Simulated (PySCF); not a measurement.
Compound: C4H6 (triplet state).
Z-matrix (Å and degrees, PBE0-D3(BJ)/def2-SVP geometry), rows numbered from 1:
```
C 
C   1  1.4508
C   2  1.3565  1  125.00
C   3  1.4530  2  124.97  1  -179.80
H   1  1.0907  2  120.84  3   172.42
H   1  1.0926  2  120.64  3    -4.47
H   2  1.0970  1  116.95  3  -179.45
H   3  1.0971  2  118.08  1     0.65
H   4  1.0925  3  120.71  2     6.36
H   4  1.0907  3  120.88  2  -170.26
```

The hyperfine couplings belong to this conformer and change with its torsions.

Identity: `[CH2]/C=C/[CH2]` [triplet].

Computed, not measured: PySCF 2.14.0, UKS B3LYP, IGLO-III on C, pcH-1 on H, non-relativistic, mean-field spin-orbit, GIAO. Spin–spin part from the singly occupied natural orbitals, spin–orbit part to second order with van Wüllen's prefactor. Geometry: PBE0-D3(BJ)/def2-SVP; no solvent, vibrations or thermal averaging. The SCF solution wasn't tested for stability.

Give D and E of this S = 1 state, with their spin–spin and spin–orbit parts.

D = -0.132 cm⁻¹ and E = -0.005 cm⁻¹, with E given the sign of D (E/D = 0.04; 0 is axial, 1/3 the rhombic limit). Diagonalised alone, the spin–spin tensor gives D = -0.132, E = -0.006 and the spin–orbit tensor D = 0.000, E = 0.000 cm⁻¹; in size the spin–spin D is over 90 times the other. The Mulliken spin populations are largest on C4 (+0.96), C1 (+0.96), C3 (+0.15) and C2 (+0.14). The angles at C4 add up to 359.9°, so it is planar.

Express D in other units.

D = -3.97 GHz = -141.6 mT (with g_iso = 2.0026) = -0.190 K = -16.4 μeV.

What are the three sublevel energies at zero field and the gaps between them?

With H = D(Sz² − 2/3) + E(Sx² − Sy²): Ty at -0.050 cm⁻¹, Tx at -0.039 cm⁻¹, Tz at +0.088 cm⁻¹. The gaps are |D| − |E| = 3.80 GHz, |D| + |E| = 4.13 GHz and 2|E| = 0.33 GHz.

How are these sublevels filled in thermal equilibrium at 2 K and zero field?

kT = 1.39 cm⁻¹, so the Boltzmann shares are Ty 34.5 %, Tx 34.2 %, Tz 31.3 %.

Where do the strong lines fall at 34.177 GHz with the field along each axis of D (isotropic g = 2.0026, hyperfine left aside, microwave field at right angles)?

From exact diagonalisation up to 3300 mT, keeping lines above a fifth of the strength of a high-field Δm = ±1 line:

```json
{"field along": "x", "resonance fields (mT)": "1155, 1279"}
{"field along": "y", "resonance fields (mT)": "1138, 1297"}
{"field along": "z", "resonance fields (mT)": "1078, 1361"}
```

Without D the line would be at 1219 mT. The microwave quantum is 1.140 cm⁻¹, against |D| + |E| = 0.138 cm⁻¹; each axis gives a pair, one line on either side of the centre.

What distance between two point spins would give the spin–spin D, by D = −2.604 cm⁻¹ Å³/r³?

r = 2.70 Å, against 3.85 Å between C4 and C1, the two atoms with most spin.

Natural occupations around the open shell: 1.999, 1.000, 1.000, 0.001. ⟨S²⟩ = 2.0073 against the exact 2.0000, so spin contamination is small.

Principal g values: 2.0022, 2.0028, 2.0028.

On an Arm Neoverse N1 with one thread, no GPU, shared host, this took 43 s of wall time.
